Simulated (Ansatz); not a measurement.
**One element changed: atomization energies of PF₂, AsF₂**

Ansatz 0.2.0, basis cc-pVDZ; geometries are PBE0/def2-TZVP minima. Wave-function levels freeze the cores with the filled d shells of p-block atoms; HF, MP2 and coupled cluster are restricted for singlets and unrestricted otherwise, atoms included, restricted open-shell where a d shell is frozen. The reference is CCSDT(Q) (coupled cluster only where its series has nearly closed). An error is the level's value less the reference. None of these values is a measured one. Energies are electronic, without zero-point terms. No spin–orbit coupling and no scalar relativity. The set is small: it underbinds, by tens of kJ/mol for each bond, so near ties and functionals' places can change in larger sets. The species are chosen: bound, without strong static correlation by their natural occupations or amplitudes, in their lowest spin state as far as vertical gaps and like structures tell, and with a ladder that closes on the reference, so errors are smaller than for species at large; levels whose determinant breaks symmetry or spin markedly are left out.

```json
{"species": "PF2, doublet", "bonds (Å)": "F–P 1.584, angle at P 99°", "quantity": "atomization", "symmetry of the states": "B1", "reference": "CCSDT(Q)", "value (kJ/mol)": "742.4", "error CCSD": "-20.1", "error CCSD(T)": "-2.8", "error CCSDT": "-2.3"}
{"species": "AsF2, doublet", "bonds (Å)": "F–As 1.730, angle at As 97°", "quantity": "atomization", "symmetry of the states": "B1", "reference": "CCSDT(Q)", "value (kJ/mol)": "690.1", "error CCSD": "-21.6", "error CCSD(T)": "-3.0", "error CCSDT": "-2.3"}
```

The reference falls from P to As, by 52.3 kJ/mol in all.
